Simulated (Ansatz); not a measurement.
## Phonon frequency of some cubic solids

Method: PBEsol in Ansatz (PAW). References are measured values at room or unstated temperature, uncorrected unless marked, so that the deviations hold thermal and zero-point effects besides the level's error. The table is a random draw of 10 from 19 values with such references.

Values in cm⁻¹.

| solid | reference | PBEsol | deviation (%) |
|---|---|---|---|
| fcc Au (L L) | 157 | 153 | -2.5 |
| fcc Pd (X T) | 155 | 160 | +3.2 |
| fcc Au (L T) | 62 | 59 | -4.8 |
| rock-salt NbC (L TA) | 133 | 119 | -10.5 |
| fcc Pd (L L) | 234 | 234 | 0.0 |
| rock-salt NbC (X TA) | 212 | 207 | -2.4 |
| fcc Au (X L) | 154 | 149 | -3.2 |
| rock-salt NbC (L LA) | 200 | 169 | -15.5 |
| rock-salt NbC (X LO) | 594 | 594 | 0.0 |
| fcc Cu (L T) | 114 | 121 | +6.1 |

Over these 10 values the mean deviation is -3.0 %, the mean absolute deviation 4.8 % (median 3.2 %), and the worst case rock-salt NbC (L LA) at -15.5 %; the value is below the reference in 6 of 10 cases. Over all 19, from unrounded values, the mean deviation is -0.6 % and the mean absolute deviation 4.5 % (median 3.1 %).

Spin–orbit coupling is left out, also for the solids with elements from indium on (fcc Au); its size isn't shown.

Differences are worked out from the printed values.

Each level is taken at its own relaxed cell. Ansatz's density-functional and Hartree–Fock values are scalar-relativistic unless marked +SOC, with PAW data made under PBE.

Ansatz's runs of these crystals have no spin polarisation.

Not in this set, of the solids of all kinds but layered and molecular ones with a reference value in our tables and a result at some level: 50 for no value at PBEsol (not run, a failed fit, an unstable or unbound cell, or a value held back for tests); 21 for a doubt noted on the run at PBEsol; 16 for a reference of another kind, counted apart; 8 for a run that failed a test (PBEsol). These can be a level's best or worst cases. At least 16 more with a reference value are held back for tests. Solids without a released value at any level aren't counted. The metals Ce to Yb are counted apart.

References as tabulated in Savrasov (1996), arXiv:cond-mat/9604125; Savrasov and Savrasov (1996), arXiv:cond-mat/9604124; Greeff and Graf (2004), arXiv:cond-mat/0311614; A. Dal Corso, Phys. Rev. B 76, 054308 (2007).

Ansatz is a quantum-chemistry and plane-wave program.
